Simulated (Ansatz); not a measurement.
Lattice parameter c (Å) along a series of related solids, from BLYP in Ansatz (plane waves, PAW); PBE-D4 (plane waves, PAW; Ansatz, a quantum-chemistry and plane-wave program); rVV10 (plane waves, PAW; Ansatz).

| solid | BLYP | PBE-D4 | rVV10 | measured |
|---|---|---|---|---|
| hcp Y | 5.723 | 5.628 | 5.676 | 5.732‡ |
| hcp Zr | 5.228 | 5.148 | 5.190 | 5.148‡ |
| hcp Tc | 4.455 | 4.374 | 4.442 | 4.399‡ |
| hcp Ru | 4.351 | 4.268 | 4.332 | 4.282‡ |
| hcp Cd | 6.682 | 5.590 | 5.778 | 5.617‡ |

rVV10 less measured, from the printed values: hcp Y‡ -0.98 %, hcp Zr‡ +0.82 %, hcp Tc‡ +0.98 %, hcp Ru‡ +1.17 %, hcp Cd‡ +2.87 %.

A member of the series is missing where a level wasn't run or failed, where a doubt is noted on the run or the magnetic state, for phases of high temperature or layered ones, and where values are held back for tests.

Ansatz's runs of these crystals have no spin polarisation.

Caveats: the cell is over a tenth larger than the published one: the level's own overestimate first of all, though another phase or state, or a fault of the published cell, is possible (BLYP: hcp Cd). Ansatz's density-functional and Hartree–Fock values are scalar-relativistic unless marked +SOC, with PAW data made under PBE.

Measured values are for low temperature or corrected to a static lattice; ‡ marks uncorrected values at room or unstated temperature. References as tabulated in Wikipedia's data pages.
